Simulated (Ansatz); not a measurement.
# CClSi: the cost of one run

The runs use Ansatz 0.2.0, Gaussian basis; def2-QZVPP, core rule «outside noble gas», up to 11 orbitals frozen.

The runs, in order: UHF; ROHF; CCSD(T) on UHF.

3 further runs of the same task are left out: 1 that didn't finish, 2 set aside as unsound or not needed.

### Step 1. What is computed

The geometry is a PBE0/def2-TZVP stationary point (not a proven minimum) of the parent state, kept for this charge and spin.

3 atoms, charge 1, spin multiplicity 3.

Atoms are counted from 1 here; the program's logs count them from 0.

Bond lengths: C1–Si2 1.858 Å, Si2–Cl3 2.076 Å. Angles: C1–Si2–Cl3 103.7°.

Coordinates:

```xyz
3
charge 1, multiplicity 3
C     0.0000   -0.8968    1.8189
Si    0.0000    0.6072    0.7286
Cl    0.0000   -0.1772   -1.1934
```

### Step 2. UHF

File in.yaml:

```yaml
crystal:
  periodic: [false, false, false]
  atoms:
    - {symbol: C, position_ang: [0.000000, -0.896812, 1.818922]}
    - {symbol: Si, position_ang: [0.000000, 0.607235, 0.728623]}
    - {symbol: Cl, position_ang: [0.000000, -0.177225, -1.193419]}
basis:
  gaussian: {orbitals: "def2-QZVPP.json"}
total_charge: 1
magnetization: {spin_polarized: true, initial_magnetization: 2}
hamiltonian: {xc: hf}
output: {orbitals: {seedname: orbitals}}
```

On the command line:

```
$ ansatz run in.yaml --threads 1 --pin off --events-out ev --progress --plain --max-ram 2393MiB
```

What time and memory should one allow on 1 thread of Arm Neoverse V2, shared host?

About 53 s, with a peak of 0.55 GiB.
